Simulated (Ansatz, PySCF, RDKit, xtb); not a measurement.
**Which structure has the formula CH7N3?**

Task: start from the formula CH7N3, draw up candidate structures, narrow them down in stages, and characterise the one that lies lowest at 298.15 K.

Plan: many cheap relaxations first (GFN2-xTB), then density-functional screening, relaxation at PBE0-D3(BJ)/def2-SVP, vibrations and a final energy. The numbers are computed, not measured.

4 further runs of the same task are left out: 4 set aside as unsound or not needed.

## 1. Drawing up candidates

A program enumerates the bonding patterns with one Lewis structure each (two rings at most, one unusual centre or charged pair), with their diastereomers. O–O, O–halogen and N–halogen bonds and N–N–N chains are not drawn. That gives 7 candidates.

```csv
label,SMILES,spin
c001,N[C-](N)[NH3+],singlet
c010,NC[N-][NH3+],singlet
c015,[NH-][NH2+]CN,singlet
c017,NC(N)N,singlet
c131,N[CH-][NH2+]N,singlet
c485,NN[CH-][NH3+],singlet
c751,NCNN,singlet
```

Candidates are built by distance geometry, with a force field where one applies, in up to four conformers (letters a to d).

Q: Predict the outcome of this search (final energies at CCSD(T)/def2-SVP + MP2/def2-TZVPP - MP2/def2-SVP).

| quantity | value |
| --- | --- |
| lowest structure found | NC(N)N, singlet, C1 |
| next finalist | NCNN, singlet, 28.6 kcal/mol higher in G |
| share at equilibrium, among the finalists | 100.0 % |
| harmonic wavenumbers, lowest and highest (PBE0-D3(BJ)/def2-SVP) | 280 and 3634 cm⁻¹ |
| rotational constants, same geometry | 0.3063, 0.2898, 0.1693 cm⁻¹ |
| dipole moment (PBE0/def2-TZVPD) | 1.46 D |
| HOMO energy (PBE0/def2-TZVPD) | -7.08 eV |
| LUMO energy (PBE0/def2-TZVPD) | 0.17 eV |
| HOMO–LUMO gap (PBE0/def2-TZVPD) | 7.25 eV |
| lowest excitation (TD-PBE0/def2-SVPD) | 6.40 eV (f = 0.040) |
| strongest of the states computed, same level | 7.89 eV (f = 0.056) |
| lowest triplet excitation, same level, Tamm-Dancoff | 6.16 eV |
| vertical ionisation energy | 9.29 eV |
| vertical electron affinity | -1.22 eV (unbound: the value depends on the basis) |
| vertical triplet less singlet | +5.97 eV |

`NC(N)N` comes out lowest. Among the finalists first place is clear (28.6 kcal/mol); structures outside the list aren't covered. GFN2-xTB, HF/STO-3G, r2SCAN-D4/def2-SVP, PBE0-D3(BJ)/def2-SVP, HF/def2-SVP and MP2/def2-SVP already put its bonding pattern lowest among the structures in one piece. One minimum inside the window was never screened. The search is not exhaustive (a finite list of starts, one conformer a finalist), so a lower isomer can't be ruled out. Patterns outside the rules of the enumeration were met only by chance. The lowest isomer need not be the one that is made and kept in a bottle, which depends on barriers.
